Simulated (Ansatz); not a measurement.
## Relaxing CsBaPt₃

Level of theory: DFT PBE, scalar-relativistic, plane waves, PAW in Ansatz 0.2.0. Cutoff 420 eV, Γ-centred k mesh, Gaussian smearing, no spin polarisation in the final step.

CsBaPt₃ was placed on the hexagonal perovskite (2H) structure type (P6_3/mmc, No. 194), with Cs in place of Ba, Ba in place of Ni, Pt in place of O, at a guessed volume.

```
CELL_PARAMETERS angstrom
7.07189 0.00000 0.00000
-3.53594 6.12443 0.00000
0.00000 0.00000 6.04188
ATOMIC_POSITIONS crystal
Cs 0.33333 0.66667 0.75000
Cs 0.66667 0.33333 0.25000
Ba 0.00000 0.00000 0.50000
Ba 0.00000 0.00000 0.00000
Pt 0.14600 0.29200 0.25000
Pt 0.85400 0.14600 0.75000
Pt 0.85400 0.70800 0.75000
Pt 0.14600 0.85400 0.25000
Pt 0.70800 0.85400 0.25000
Pt 0.29200 0.14600 0.75000
```

Cell and atoms relax at zero pressure; the relaxation can't lower the symmetry of the start. After a coarse first stage the cell is made exact in the group found at 0.06 Å.

Energies over the elements count from the elements' standard structures at the same level, with no empirical corrections.

Question: Describe the relaxed structure.

Answer: It keeps P6_3/mmc (No. 194), but not the shape of the type it started on. Conventional cell: a = 5.986 Å, c = 10.592 Å. Cs has 6 Pt at 2.99 Å; around Ba lie 6 Pt at 3.21 Å; Pt is coordinated by 2 Pt at 2.83 Å, 2 Cs at 2.99 Å, 2 Pt at 3.15 Å and 2 Ba at 3.21 Å.

```cif
data_structure
_symmetry_space_group_name_H-M 'P6_3/mmc'
_symmetry_Int_Tables_number 194
_cell_length_a 5.9863
_cell_length_b 5.9863
_cell_length_c 10.5921
_cell_angle_alpha 90.000
_cell_angle_beta 90.000
_cell_angle_gamma 120.000
_cell_volume 328.72
loop_
_atom_site_label
_atom_site_type_symbol
_atom_site_symmetry_multiplicity
_atom_site_Wyckoff_symbol
_atom_site_fract_x
_atom_site_fract_y
_atom_site_fract_z
_atom_site_occupancy
Cs1 Cs 2 d 0.33333 0.66667 0.75000 1
Ba1 Ba 2 a 0.00000 0.00000 0.50000 1
Pt1 Pt 6 h 0.17548 0.35095 0.25000 1
```

Question: What are its volume, energy, density and gap?

Answer: The volume per atom is 32.87 Å³, the density is 8.64 g/cm³ and the energy over the elements is 0.14 eV/atom. The gap on the 6×6×4 mesh is 0 eV (a metal).

The final run used a 6×6×4 mesh on its 10-atom cell and 0.10 eV smearing. For metals, differences of a few meV/atom aren't resolved. Spin–orbit coupling is left out. Symmetry constrained the relaxation, so the result can be a saddle point.

Cost: 3 runs of about 12 core-minutes in all, on Arm Neoverse V1 (shared hosts).